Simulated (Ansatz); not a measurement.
**C4H9 radical: how energies converge with the basis set**

One table from this session's results is given with a row withheld; the runs are named, their logs left out.

The runs use Ansatz 0.2.0, Gaussian basis; one geometry, several basis sets.

Plan: PBE0-D4/def2-SVP; ωB97M-V/def2-SVP; PBE0-D4/def2-QZVPP; ωB97M-V/def2-QZVPP; the functionals' def2-TZVPP values are taken from earlier runs.

### The relaxed structure

An earlier PBE0-D4 in a triple-zeta def2 set relaxation fixed the geometry.

SMILES `C[CH]CC`, 13 atoms, charge 0, spin multiplicity 2.

Atoms are counted from 1 here; the program's logs count them from 0.

Bond lengths: C1–C2 1.481 Å, C1–H5 1.092 Å, C1–H6 1.102 Å, C1–H7 1.096 Å, C2–C3 1.483 Å, C2–H8 1.086 Å, C3–C4 1.520 Å, C3–H9 1.104 Å, C3–H10 1.099 Å, C4–H11 1.092 Å, C4–H12 1.093 Å, C4–H13 1.093 Å. Angles: C2–C1–H5 112.1°, C2–C1–H6 111.9°, C2–C1–H7 111.5°, H5–C1–H6 107.0°, H5–C1–H7 108.1°, H6–C1–H7 106.0°, C1–C2–C3 121.1°, C1–C2–H8 119.2°, C3–C2–H8 118.5°, C2–C3–C4 113.8°, C2–C3–H9 109.7°, C2–C3–H10 109.4°, C4–C3–H9 109.1°, C4–C3–H10 110.0°, H9–C3–H10 104.5°, C3–C4–H11 111.5°, C3–C4–H12 110.9°, C3–C4–H13 110.9° and more.

Set-up of the first run:

File in.yaml:

```yaml
crystal:
  periodic: [false, false, false]
  atoms:
    - {symbol: C, position_ang: [-0.716515, 1.854834, 0.150188]}
    - {symbol: C, position_ang: [-0.258472, 0.495004, 0.515447]}
    - {symbol: C, position_ang: [0.152200, -0.479042, -0.524370]}
    - {symbol: C, position_ang: [0.793981, -1.738570, 0.034568]}
    - {symbol: H, position_ang: [-0.795465, 2.509562, 1.020147]}
    - {symbol: H, position_ang: [-1.707279, 1.838974, -0.331799]}
    - {symbol: H, position_ang: [-0.038046, 2.326352, -0.570425]}
    - {symbol: H, position_ang: [-0.422302, 0.134436, 1.526358]}
    - {symbol: H, position_ang: [-0.721837, -0.760037, -1.137950]}
    - {symbol: H, position_ang: [0.837866, 0.009596, -1.231070]}
    - {symbol: H, position_ang: [1.069404, -2.434134, -0.761036]}
    - {symbol: H, position_ang: [1.697466, -1.498304, 0.600370]}
    - {symbol: H, position_ang: [0.108990, -2.258680, 0.709582]}
basis:
  gaussian: {orbitals: def2-SVP}
magnetization: {spin_polarized: true, initial_magnetization: 1}
hamiltonian: {xc: pbe0, dispersion: d4}
output: {orbitals: {seedname: orbitals}}
```

Command:

```sh
$ ansatz run in.yaml --threads 4 --pin off --events-out ev --progress --plain --max-ram 10444MiB
```

Steps of the session up to this table: PBE0-D4 in def2-SVP; ωB97M-V in def2-SVP; PBE0-D4 in def2-QZVPP; ωB97M-V in def2-QZVPP.

One of the session's tables, all rows but one given; the rest of the session is left out.

It belongs to the step «Density functionals: the series». 

```
functional       basis  HOMO (eV)
   PBE0-D4    def2-SVP      -5.30
   PBE0-D4  def2-TZVPP      -5.35
   PBE0-D4  def2-QZVPP          ?
   ωB97M-V    def2-SVP      -7.33
   ωB97M-V  def2-TZVPP      -7.38
   ωB97M-V  def2-QZVPP      -7.39
```

Q: Estimate the row for PBE0-D4, def2-QZVPP from the others.

The run gave: HOMO (eV): -5.36. In the column «HOMO (eV)» it lies between ωB97M-V, def2-SVP (-7.33) and PBE0-D4, def2-TZVPP (-5.35).
